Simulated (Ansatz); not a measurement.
A made-up structure of LiAlH2O, closed shell:

| atom | x (Å) | y (Å) | z (Å) |
| --- | --- | --- | --- |
| Li1 | -1.4542 | -0.2923 | 2.1692 |
| O2 | -0.5561 | -0.1122 | 0.8304 |
| Al3 | 0.3628 | 0.0732 | -0.5417 |
| H4 | 0.2300 | -0.9357 | -1.7755 |
| H5 | 0.0443 | -0.8640 | 0.9535 |

It is relaxed with PBE-D4/def2-SVP and then PBE0-D4/def2-TZVP (Ansatz 0.2.0). Atoms count as bonded within 1.22 times the sum of their covalent radii (H–H: 0.88 Å). The end point is not checked to be a true minimum.

(1) Does its bonding change? (Judge from chemistry; the calculation decides.)

Answers

(1) By the calculation: Yes. Formed: Li1–Al3, Li1–H4; broken: Al3–H5.

Where it ends: The first stage lowers the energy by 2.61 eV in 16 steps. It ends as LiAlH₂O ([H]1[Li]2[OH][Al]12):
| atom | x (Å) | y (Å) | z (Å) |
| --- | --- | --- | --- |
| Li1 | -1.6446 | -0.5015 | 0.4694 |
| O2 | -0.0126 | -0.4983 | 1.0766 |
| Al3 | 0.7328 | -0.2772 | -0.6167 |
| H4 | -1.0349 | -0.2985 | -1.1129 |
| H5 | 0.5860 | -0.5556 | 1.8196 |

Labels in which every atom is bracketed show which atoms are joined, not bond orders.

For scale, one of the runs: PBE0-D4/def2-TZVP relaxation, 94 basis functions, launched by `ansatz run in.yaml --threads 2 --pin off --events-out ev --progress --plain --max-ram 4352MiB`. The run took about 8 s on 2 CPU threads of an Arm Neoverse V2 (shared host).
